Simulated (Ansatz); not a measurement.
`CC=N` and `C=CC(C)=N` differ in one atom or group.

Ansatz, PBE0-D4/def2-TZVP geometries, multiplicity 1. Each molecule was computed in one conformer, which needn't be the lowest.

```csv
property,`CC=N`
HOMO–LUMO gap (PBE0/def2-TZVPP) / eV,7.58
size of the dipole moment (PBE/def2-TZVPP) / D,2.46
HOMO energy (B3LYP/def2-TZVPP) / eV,-7.33
LUMO energy (PBE0/def2-TZVPP) / eV,0.03
HOMO energy (ωB97M-V/def2-TZVPP) / eV,-9.97
HOMO energy (PBE/def2-TZVPP) / eV,-6.01
```

(1) What does the change do to each property? (An estimate is asked.)

Answers

(1) The calculation gave: 
| property | `C=CC(C)=N` | shift |
| --- | --- | --- |
| HOMO–LUMO gap (PBE0/def2-TZVPP) / eV | 6.31 | -1.27 |
| size of the dipole moment (PBE/def2-TZVPP) / D | 2.27 | -0.19 |
| HOMO energy (B3LYP/def2-TZVPP) / eV | -7.23 | 0.10 |
| LUMO energy (PBE0/def2-TZVPP) / eV | -1.16 | -1.19 |
| HOMO energy (ωB97M-V/def2-TZVPP) / eV | -9.83 | 0.14 |
| HOMO energy (PBE/def2-TZVPP) / eV | -5.97 | 0.04 |

With PBE0 the HOMO rises by 0.09 eV and the LUMO falls by 1.19 eV, so the gap narrows by about 1.28 eV. PBE moves the HOMO by 0.04 eV and ωB97M-V by 0.14 eV. Dipoles are sizes alone; their direction can turn.

B3LYP here is the variant with VWN-RPA as its local correlation; programs differ in this.
